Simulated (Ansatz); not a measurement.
C$_{2}$H$_{5}$NS (`C1NCS1`). Total charge 0; spin multiplicity 1. The geometry is a stationary point of PBE0-D4/def2-TZVP.

```xyz
9

C     0.172    0.987   -0.498
N     0.526    0.114    0.617
C    -0.182   -1.088    0.186
S    -0.369   -0.435   -1.511
H     1.016    1.534   -0.923
H    -0.654    1.681   -0.300
H     0.231    0.461    1.520
H     0.414   -2.002    0.242
H    -1.153   -1.253    0.667
```

Task: What is the dipole moment at B3LYP/def2-TZVPP? (An estimate is asked.)

Result: Ansatz gave: 1.94 D, with components (-0.73, 0.67, 1.67) D in this frame, pointing from negative to positive charge.

Task: And with PBE, r2SCAN, ωB97M-V? (Best estimate.)

Result: The calculation gave: PBE 1.93 D, r2SCAN 2.02 D, ωB97M-V 1.95 D.

Task: Give the Mulliken charges with B3LYP, r2SCAN, ωB97M-V in def2-TZVPP. (Best estimate.)

Result: Computed: 
```tsv
atom	B3LYP	r2SCAN	ωB97M-V
C1	-0.08	0.03	-0.15
N2	-0.25	-0.28	-0.20
C3	-0.08	0.03	-0.15
S4	-0.14	-0.16	-0.08
H5	0.11	0.07	0.13
H6	0.10	0.06	0.12
H7	0.12	0.12	0.10
H8	0.11	0.07	0.13
H9	0.10	0.06	0.12
```

B3LYP here is the variant with VWN-RPA as its local correlation; programs differ in this.
